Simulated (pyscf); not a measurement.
# Elimination: H₃C–NH–CH₃ → CH₄ + H₂C=NH

Gas phase, singlet surface, charge 0. Bonds broken: C1–N2, C3–H8. Bonds formed: C1–H8. Single points on ωB97X-D3(BJ)/def2-SVP structures (PySCF, gas phase). MP2 and CC: frozen core, UHF for open shells. ΔMP2 is the change of the MP2 total energy from the triple- to the quadruple-zeta basis.

Transition state (Å):

```xyz
10

C      0.9927    -0.0095     0.2523
N     -1.2338    -0.3600    -0.4997
C     -1.5085     0.1416     0.7434
H      0.4695     0.8007    -0.2308
H      2.0846    -0.0480     0.1068
H      0.5511    -0.9084     0.6554
H     -1.1889    -1.3830    -0.4583
H     -0.4022     0.4241     1.2292
H     -1.9960     1.1318     0.7339
H     -1.9278    -0.5296     1.5160
```

One imaginary mode, 1141i cm⁻¹; descent along it reached the two sides named.

```tsv
bond	change	reactant side (Å)	saddle	product side
C1–N2	breaks	1.440	2.376	3.5
C3–H8	breaks	1.113	1.241	4.0
C1–H8	forms	2.8	1.757	1.083
```

Electronic energies relative to the reactant's lowest minimum found (kcal/mol):

```tsv
level	barrier	reaction energy	reverse barrier
ωB97X-D3(BJ)/def2-TZVP	110.4	+13.3	97.1
PBE/def2-TZVP	91.2	+11.3	79.9
r²SCAN/def2-TZVP	96.6	+12.3	84.3
B3LYP-D3(BJ)/def2-TZVP	98.9	+10.1	88.8
PBE0-D3(BJ)/def2-TZVP	103.5	+15.5	88.1
M06-2X/def2-TZVP	109.0	+13.4	95.6
ωB97M-D3(BJ)/def2-TZVP	106.3	+11.4	94.9
HF/def2-TZVP	131.7	+7.2	124.5
MP2/def2-QZVPP	99.0	+12.6	86.4
CCSD/def2-TZVPP	105.4	+10.3	95.1
CCSD(T)/def2-TZVPP	96.2	+9.9	86.3
CCSD(T)/def2-TZVPP + ΔMP2(QZVPP)	96.3	+10.5	85.8
```

With CCSD(T)/def2-TZVPP + ΔMP2(QZVPP) energies and thermal terms (ideal gas, 1 atm, RRHO with modes under 100 cm⁻¹ raised to 100, one conformer, R ln 2 for rigid chiral ones), in kcal/mol:

```json
[
 {"T (K)": "298", "ΔH‡": "91.7", "ΔG‡": "91.4", "ΔH": "+7.1", "ΔG": "-3.1"},
 {"T (K)": "600", "ΔH‡": "92.0", "ΔG‡": "91.0", "ΔH": "+7.0", "ΔG": "-13.4"},
 {"T (K)": "900", "ΔH‡": "92.1", "ΔG‡": "90.5", "ΔH": "+6.3", "ΔG": "-23.4"},
 {"T (K)": "1200", "ΔH‡": "92.0", "ΔG‡": "90.0", "ΔH": "+5.3", "ΔG": "-33.2"}
]
```

The same reactants have a lower exit, to CH₃• + H₃C–NH• (no saddle counted: cutting one bond costs +87.7 kcal/mol at ωB97M-D3(BJ), against +106.3 kcal/mol here). H₃C–NH–CH₃ lies 7.8 kcal/mol over its isomer H₃C–CH₂–NH₂, and others may lie lower still (electronic energy, ωB97M-D3(BJ)). One saddle was located; it need not be the lowest between these sides. One closed-shell reference is unstable to symmetry breaking; treat the single-reference values with care. The CCSD(T) − MP2 part came from Ansatz, without density fitting, on the same reference.
